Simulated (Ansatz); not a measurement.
Basis-set series for FHSSi, SMILES `F[Si]S`. Total charge 0; spin multiplicity 1. The geometry is a stationary point of PBE0-D4/def2-TZVP. It is one conformer, not always the lowest.

```xyz
4

F    -0.969    0.749   -0.984
Si   -1.129   -0.576   -0.073
S     0.822   -0.640    0.837
H     1.276    0.466    0.219
```

```tsv
functional	basis	functions	energy (Eh)	HOMO (eV)	LUMO (eV)
PBE0-D4	def2-TZVPP	129	-787.90043	-7.37	-2.19
PBE0-D4	def2-QZVPP	227	-787.92807	-7.41	-2.24
ωB97M-V	def2-TZVPP	129	-788.19641	-9.42	-0.17
ωB97M-V	def2-QZVPP	227	-788.22262	-9.47	-0.28
```

**Question.** Give the rows for def2-SVP. (Estimate.)

**Answer.** Ansatz gave: 
```tsv
functional	basis	functions	energy (Eh)	HOMO (eV)	LUMO (eV)
PBE0-D4	def2-SVP	55	-787.52854	-7.31	-2.08
ωB97M-V	def2-SVP	55	-787.82303	-9.33	0.02
```
